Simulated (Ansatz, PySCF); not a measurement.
Process, species as SMILES: c1cnccn1 + H+ → c1c[nH+]ccn1
Structures are relaxed separately at B3LYP-D3(BJ)/def2-TZVP in Ansatz (a quantum-chemistry and plane-wave program). Frequencies are from Ansatz or PySCF. Unstable Hartree-Fock reference: c1cnccn1, c1c[nH+]ccn1.

Quantity: proton affinity (enthalpy at 298 K, with B3LYP-D3(BJ) rigid-rotor harmonic-oscillator terms), positive where the reaction releases energy, in kcal/mol. Cores are frozen in the correlated levels unless marked. Spin-orbit coupling is left out. Non-relativistic unless marked X2C. Basis-set limits of correlation are two-point, X^-3; Hartree-Fock from the larger set. [CCSD(T)-MP2]/basis is that difference in the basis named.

| level | program | proton affinity (kcal/mol) | minus last row |
|---|---|---|---|
| BLYP-D4/def2-TZVPD | Ansatz + dftd4 | 209.0 | -0.5 |
| revPBE-D4/def2-TZVPD | Ansatz + dftd4 | 210.4 | 0.9 |
| PBE0/def2-SVP | Ansatz | 212.0 | 2.5 |
| HSE06-D4/def2-TZVPD | Ansatz + dftd4 | 210.7 | 1.2 |
| RPA@PBE/cc-pVQZ | Ansatz | 213.7 | 4.2 |
| RI-MP2/cc-pVTZ | Ansatz | 209.5 | 0.0 |
| X2C-CCSD(T)/cc-pVTZ-DK | Ansatz | 211.3 | 1.8 |
| CCSD(T) with core electrons/cc-pwCVTZ | Ansatz | 211.2 | 1.7 |
| RI-MP2/CBS(cc-pVTZ,cc-pVQZ)+[CCSD(T)-MP2]/cc-pVTZ | Ansatz | 209.5 | 0.0 |
| CCSD(T)/CBS(cc-pVTZ,cc-pVQZ) | Ansatz | 209.5 | 0.0 |
